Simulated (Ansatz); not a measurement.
# CH₂N radical (SMILES C=[N]): functionals against CCSD(T) at one geometry

An exercise on one series of results from a longer session: the logs are not shown, and one member is left open.

Program: Ansatz 0.2.0, Gaussian basis. Level of theory: single points in def2-TZVPP. These are calculated values, not measurements.

Correlated methods freeze the cores. Orbitals are unrestricted.

### The starting structure

SMILES `C=[N]`, 4 atoms, charge 0, spin multiplicity 2.

Atoms are counted from 1 here; the program's logs count them from 0.

Bond lengths: C1–N2 1.198 Å, C1–H3 1.063 Å, C1–H4 1.063 Å. Angles: N2–C1–H3 124.2°, N2–C1–H4 121.7°, H3–C1–H4 114.1°.

Coordinates:

```xyz
4
CH2N
C    -0.0132   -0.0066   -0.0002
N     0.7229    0.5532    0.7612
H    -0.8365    0.4583   -0.4860
H     0.1136   -1.0326   -0.2478
```

Set-up of the first run:

run/in.yaml reads:

```yaml
crystal:
  periodic: [false, false, false]
  atoms:
    - {symbol: C, position_ang: [-0.013200, -0.006600, -0.000200]}
    - {symbol: N, position_ang: [0.722900, 0.553200, 0.761200]}
    - {symbol: H, position_ang: [-0.836500, 0.458300, -0.486000]}
    - {symbol: H, position_ang: [0.113600, -1.032600, -0.247800]}
basis:
  gaussian: {orbitals: def2-TZVPP}
magnetization: {spin_polarized: true, initial_magnetization: 1}
correlation: {method: ccsd_t}
scf: {omitted_lower_state_checks: [cluster_reference]}
output: {forces: true}
```

The command line of these runs was not kept.

Among the steps run: CCSD(T)/def2-TZVPP; PBE0-D4/def2-TZVPP; wB97M-V/def2-TZVPP; r2SCAN-D4/def2-TZVPP; PBE-D4/def2-TZVPP; r2SCANh-D4/def2-TZVPP; B97M-V/def2-TZVPP.

One of the session's tables, all rows but one given; the rest of the session is left out.

```
    method  RMS force component (eV/Å)  angle to CCSD(T) forces (°)  dipole (D)
   CCSD(T)                       1.663                    reference        2.45
   PBE0-D4                           ?                            ?           ?
   wB97M-V                       1.257                          7.0        2.50
 r2SCAN-D4                       1.335                          7.7        2.49
    PBE-D4                       1.500                         10.5        2.46
r2SCANh-D4                       1.272                          7.0        2.50
    B97M-V                       1.212                          5.7        2.41
```

Estimate the missing values for PBE0-D4.

**Answer.** RMS force component (eV/Å): 1.284; angle to CCSD(T) forces (°): 8.0; dipole (D): 2.49. In the column «RMS force component (eV/Å)» it lies between r2SCANh-D4 (1.272) and r2SCAN-D4 (1.335).

Limits of these values: The unrestricted reference is spin-contaminated, which hurts MP2 most.
